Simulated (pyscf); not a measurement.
Thermochemistry of product channels of F–SiH•–F (SMILES F[SiH]F) + SiH₂ (SMILES [SiH2]) [singlet] on the doublet surface, in kcal/mol, from CCSD(T)/def2-TZVPP + ΔMP2(QZVPP) energies (ideal gas, 1 atm, RRHO with modes under 100 cm⁻¹ raised to 100, one conformer, R ln 2 for chiral ones without a mode under 150 cm⁻¹). Single points on ωB97X-D3(BJ)/def2-SVP structures (PySCF, gas phase). MP2 and CC: frozen core, UHF for open shells. ΔMP2 is the change of the MP2 total energy from the triple- to the quadruple-zeta basis.

| products | ΔE | ΔH(298 K) | ΔG(900 K) | ΔG(1200 K) |
|---|---|---|---|---|
| F–SiH•–SiH₂–F (SMILES F[SiH][SiH2]F) | -51.2 | -48.1 | -17.0 | … |
| F–SiH₂• (SMILES F[SiH2]) + F–SiH: (SMILES F[SiH]) [singlet] | -4.7 | -4.1 | -5.9 | … |
| F• (SMILES [F]) + F–Si:–SiH₃ (SMILES F[Si][SiH3]) [singlet] | +69.1 | +70.4 | +74.1 | +74.6 |
| F–SiH(F)–SiH₂• (SMILES F[SiH](F)[SiH2]) | … | -58.9 | -28.2 | -18.7 |
| F–SiH₂–SiH: (SMILES F[SiH2][SiH]) [singlet] + F• (SMILES [F]) | +74.1 | +75.2 | +80.3 | +81.3 |
| F–F (SMILES FF) + [HSi=SiH₂]• (SMILES [SiH]=[SiH2]) | +172.3 | +172.2 | +170.2 | +169.2 |

Problem. What belongs in the gaps?

Solution. 
- F–SiH•–SiH₂–F (SMILES F[SiH][SiH2]F), ΔG(1200 K): -7.3
- F–SiH₂• (SMILES F[SiH2]) + F–SiH: (SMILES F[SiH]) [singlet], ΔG(1200 K): -6.3
- F–SiH(F)–SiH₂• (SMILES F[SiH](F)[SiH2]), ΔE: -61.6

These are energies of the channels, which say nothing of barriers. The CCSD(T) − MP2 part came from Ansatz, without density fitting, on the same reference. Left out: orbital degeneracy and the spin-orbit lowering of F.
